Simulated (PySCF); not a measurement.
Species: carbonyl fluoride, CF2O.
SMILES with atom numbers: `[O:1]=[C:2]([F:3])[F:4]`

Geometry (PBE0-D3(BJ)/def2-SVP, Å), atoms numbered from 1 in this order:
```xyz
4
CF2O angstrom
O     -0.3473    1.0568    0.7936
C     -0.0629    0.0280    0.3117
F      0.9437   -0.7310    0.6569
F     -0.6988   -0.5626   -0.6650
```

The calculation used MP2 and CCSD/aug-cc-pVDZ in PySCF, restricted Hartree–Fock reference, 4 core orbitals frozen, non-relativistic, gas phase, PBE0-D3(BJ)/def2-SVP geometry.

E(HF) = -311.65511 Eh.

Question: How large is the problem?

Answer: 92 basis functions and 32 electrons; 4 orbitals frozen, which leaves o = 12 correlated occupied and v = 76 virtual orbitals. That is o·v = 912 singles and o·v(o·v + 1)/2 = 416328 distinct closed-shell doubles amplitudes before symmetry; the costliest CCSD step grows as o²v⁴ = 4.8 × 10^9.

Question: What are the MP2 and CCSD correlation energies?

Answer: MP2 -0.7214 Eh and CCSD -0.7246 Eh, which gives totals of -312.37650 and -312.37967 Eh. That is 0.822 eV for each correlated electron at CCSD (1902 kJ/mol in all, 0.232 % of the total energy); MP2 gives 99.6 % of the CCSD value.

Question: What is the T1 diagnostic?

Answer: 0.0154, below the customary warning level of 0.02. It is the norm of the spatial-orbital singles amplitudes over the root of the number of correlated electrons, so the norm is 0.075.

Question: How does correlation change the dipole moment?

Answer: HF gives 1.22 D and CCSD (unrelaxed density) 1.03 D, a change of -0.19 D.

No triples correction and no basis-set extrapolation were made.

The job also held the EOM ionisation and excitation roots. The run took 3.4 min wall on Arm Neoverse V2, one thread, no GPU, shared host with 96 logical CPUs at a one-minute load of 43, and the process peaked at 0.94 GiB of memory.
